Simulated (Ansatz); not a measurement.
# BSiHO (triplet): the correlation ladder at a displaced geometry (v1), cc-pVDZ

One table from this session's results is given with a row withheld; the runs are named, their logs left out.

The runs use Ansatz 0.2.0, Gaussian basis; cc-pVDZ, core rule «outside noble gas», up to 7 orbitals frozen.

Plan: UHF; CCSD(T) on ROHF; CCSD(T) on UHF; BCCD(T) on ROHF; CISD; CCSDT(Q) on ROHF; CCSDT(Q) on UHF.

27 further runs of the same task are left out: 9 that didn't finish, 18 set aside as unsound or not needed.

**The system**

The geometry is a PBE0/def2-TZVP stationary point (not a proven minimum) with its atoms shifted at random (size 0.040 Å).

4 atoms, charge 0, spin multiplicity 3.

Atoms are counted from 1 here; the program's logs count them from 0.

Bond lengths: B1–O2 1.311 Å, B1–H4 1.167 Å, O2–Si3 1.708 Å. Angles: O2–B1–H4 128.9°, B1–O2–Si3 178.3°.

Set-up of the first run:

File in.yaml:

```yaml
crystal:
  periodic: [false, false, false]
  atoms:
    - {symbol: B, position_ang: [0.002349, -0.291461, 0.878884]}
    - {symbol: O, position_ang: [0.001486, -0.189619, -0.428162]}
    - {symbol: Si, position_ang: [0.049471, -0.073520, -2.131105]}
    - {symbol: H, position_ang: [-0.053305, 0.554600, 1.680383]}
basis:
  gaussian: {orbitals: cc-pVDZ}
magnetization: {spin_polarized: true, initial_magnetization: 2}
hamiltonian: {xc: hf}
output: {orbitals: {seedname: orbitals}}
```

The run is started by

```console
> ansatz run in.yaml --threads 1 --pin off --events-out ev --progress --plain --max-ram 2393MiB
```

Among the steps run: UHF; CCSD(T) on ROHF; CCSD(T) on UHF; BCCD(T) on ROHF; CISD; CCSDT(Q) on ROHF; CCSDT(Q) on UHF.

One of the session's tables, all rows but one given; the rest of the session is left out.

| method | from UCCSDT(Q) (kcal/mol) |
| --- | --- |
| ROHF | ? |
| UHF | +217.40 |
| RMP2 | +26.94 |
| UMP2 | +26.83 |
| CISD | +30.13 |
| RCCSD | +8.67 |
| UCCSD | +8.59 |
| RCCSD(T) | +1.75 |
| UCCSD(T) | +1.74 |
| BCCD(T) | +1.53 |
| RCCSDT | +0.76 |
| UCCSDT | +0.76 |
| RCCSDT(Q) | +0.16 |
| UCCSDT(Q) | 0 |

Q: Estimate the row for ROHF from the others.

**Answer.** from UCCSDT(Q) (kcal/mol): +221.16. In the column «from UCCSDT(Q) (kcal/mol)» it is the highest.

Limits of these values: Restricted and unrestricted rows rest on different reference determinants; where their highest levels disagree by more than a few hundredths of an eV, they describe different states and don't form one ladder.
